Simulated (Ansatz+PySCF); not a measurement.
singlet N2O: levels of theory in one basis

```xyz
3

N     0.0000    0.0000   -1.0987
N     0.0000    0.0000   -0.0628
O     0.0000    0.0000    1.0164
```

Basis set: def2-SVP (spherical functions). Frozen core: 3 orbitals. Charge 0, multiplicity 1.

Computed with Ansatz (development build ahead of 0.2.0); each method stands on the lowest determinant of its kind that the runs found. NEVPT2 correlates all electrons. Active spaces start from the frontier orbitals, and the lowest solution found is given.

```csv
method,E − E(RHF) (eV),<S²> of the determinant
RHF,0.00,0.00
RHF-MP2,-13.31,–
RHF-CCSD,-13.18,–
RHF-CCSD(T),-13.69,–
"CASSCF(8,6)",-2.65,–
```

What does SC-NEVPT2(8,6) give on the same scale?

-13.13 eV. NEVPT2 here correlates all electrons, so it doesn't share the others' frozen core.

Is a single determinant a sound starting point here?

By this sign, yes. Unrestricted orbitals gain 0.00 eV and <S²> is 0.00 against 0.00 for a pure state. The CASSCF(8,6) natural occupations are 1.99, 1.99, 1.95, 1.95, 0.07, 0.07.

Caution for CASSCF(8,6): other starts end on other solutions of this active space.
